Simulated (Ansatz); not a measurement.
Antiferromagnetic bcc Cr

These are PBE (PAW; Ansatz, an electronic-structure program) values and carry that method's errors.

Numerical settings: plane-wave cutoff 500 eV, 26×26×26 k mesh, Fermi–Dirac smearing 0.1 eV, no spin polarisation, no spin polarisation, scalar-relativistic PAW data made under PBE.

Cell (relaxed at this level):

Space group Im-3m (No. 229); a = b = c = 2.848 Å, α = β = γ = 90.00°

| atom | site | symmetry | x | y | z |
|---|---|---|---|---|---|
| Cr | 2a | m-3m | 0.0000 | 0.0000 | 0.0000 |

* **equilibrium volume per atom**: 11.55 Å³/atom
* **lattice constant a**: 2.848 Å

Measured, for comparison: equilibrium volume per atom 11.91 Å³/atom, lattice constant a 2.877 Å (corrected for temperature and zero-point phonon effects; as tabulated in Levämäki et al. (2014), arXiv:1402.3671). Computed (rounded) less measured: equilibrium volume per atom -3.0 %, lattice constant a -1.0 %.

Note: the commensurate order stands in for chromium's spin-density wave, and the size of the moments varies much between levels.

Computing time: about 110 core-seconds (a rough figure).
